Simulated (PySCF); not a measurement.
isobutene (C4H8), SMILES C=C(C)C. Atoms are numbered in the order given.

```xyz
12

C     -1.2698     0.0000     0.6770
C      0.0000     0.0000    -0.1211
C      1.2698     0.0000     0.6770
C      0.0000     0.0000    -1.4590
H     -1.3193     0.8834     1.3364
H     -1.3193    -0.8834     1.3364
H     -2.1609     0.0000     0.0340
H      1.3193     0.8834     1.3364
H      2.1609     0.0000     0.0340
H      1.3193    -0.8834     1.3364
H      0.9335     0.0000    -2.0289
H     -0.9335     0.0000    -2.0289
```

Geometry optimised at PBE0-D3(BJ)/def2-SVP.

Calculation: PBE/def2-TZVP in PySCF.

Atomic charges (e):

```
atom    IAO  Löwdin
----  -----  ------
C1    -0.43   -0.27
C2     0.04   -0.27
C3    -0.43   -0.27
C4    -0.35   -0.21
H5     0.15    0.13
H6     0.15    0.13
H7     0.15    0.13
H8     0.15    0.13
H9     0.15    0.13
H10    0.15    0.13
H11    0.14    0.12
H12    0.14    0.12
```

Computed Mayer and Wiberg (Löwdin basis) orders of the bonds:
```
bond    Mayer  Wiberg
------  -----  ------
C1–C2    1.00    1.25
C2–C3    1.00    1.25
C2–C4    1.92    2.05
C1–H5    0.95    0.89
C1–H6    0.95    0.89
C1–H7    0.97    0.89
C3–H8    0.95    0.89
C3–H9    0.97    0.89
C3–H10   0.95    0.89
C4–H11   0.95    0.89
C4–H12   0.95    0.89
```
